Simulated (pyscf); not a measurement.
# Four-centre exchange: `[BH]=[O]` + `[ClH]` → `[BH]=[O]` + `[ClH]`

Gas phase, singlet surface, charge 0. Bonds broken: B1–H3, Cl4–H5. Bonds formed: B1–H5, H3–Cl4. Structures and frequencies: ωB97X-D3(BJ)/def2-SVP in PySCF. Correlated levels are frozen-core, on RHF or UHF. ΔMP2 is the change of the MP2 total energy from the triple- to the quadruple-zeta basis.

Transition state (Å):

```xyz
5

B     -1.0021    -1.0259     0.7069
O     -0.6084    -1.1686     1.8332
H     -1.1380    -1.2094    -0.7970
Cl    -1.9867    -0.6680    -2.1118
H     -1.8057    -0.5020    -0.4741
```

One imaginary mode, 2699i cm⁻¹; descent along it reached the two sides named.

| bond | change | reactant side (Å) | saddle | product side |
|---|---|---|---|---|
| B1–H3 | breaks | 1.186 | 1.521 | 4.0 |
| Cl4–H5 | breaks | 1.284 | 1.656 | 2.9 |
| B1–H5 | forms | 4.0 | 1.522 | 1.185 |
| H3–Cl4 | forms | 2.9 | 1.656 | 1.284 |

Electronic energies relative to the separated reactants (kJ/mol):

| level | barrier | reaction energy | reverse barrier |
|---|---|---|---|
| ωB97X-D3(BJ)/def2-TZVP | 315.6 | 0.0 | 315.6 |
| PBE/def2-TZVP | 251.8 | 0.0 | 251.8 |
| r²SCAN/def2-TZVP | 275.9 | 0.0 | 275.9 |
| B3LYP-D3(BJ)/def2-TZVP | 294.1 | 0.0 | 294.1 |
| PBE0-D3(BJ)/def2-TZVP | 282.3 | 0.0 | 282.3 |
| M06-2X/def2-TZVP | 316.4 | 0.0 | 316.4 |
| ωB97M-D3(BJ)/def2-TZVP | 311.1 | 0.0 | 311.1 |
| HF/def2-TZVP | 413.7 | 0.0 | 413.7 |
| MP2/def2-QZVPP | 311.1 | 0.0 | 311.1 |
| CCSD/def2-TZVPP | 341.2 | 0.0 | 341.2 |
| CCSD(T)/def2-TZVPP | 322.2 | 0.0 | 322.2 |
| CCSD(T)/def2-TZVPP + ΔMP2(QZVPP) | 318.2 | 0.0 | 318.2 |

With CCSD(T)/def2-TZVPP + ΔMP2(QZVPP) energies and thermal terms (ideal gas, 1 atm, RRHO with modes under 100 cm⁻¹ raised to 100, one conformer, R ln 2 for chiral ones without a mode under 150 cm⁻¹), in kJ/mol:

```json
[
 {"T (K)": "298", "ΔH‡": "305.3", "ΔG‡": "340.7", "ΔH": "0.0", "ΔG": "0.0"},
 {"T (K)": "600", "ΔH‡": "305.4", "ΔG‡": "376.8", "ΔH": "0.0", "ΔG": "0.0"},
 {"T (K)": "900", "ΔH‡": "306.7", "ΔG‡": "412.2", "ΔH": "0.0", "ΔG": "0.0"},
 {"T (K)": "1200", "ΔH‡": "308.2", "ΔG‡": "447.1", "ΔH": "0.0", "ΔG": "0.0"}
]
```

The same reactants have a lower exit, to HO–BH–Cl (barrier +65.5 kJ/mol at ωB97M-D3(BJ), against +311.1 kJ/mol here). This is the saddle that the search found; another between the same sides may lie lower. The CCSD(T) − MP2 part came from Ansatz, without density fitting, on the same reference.
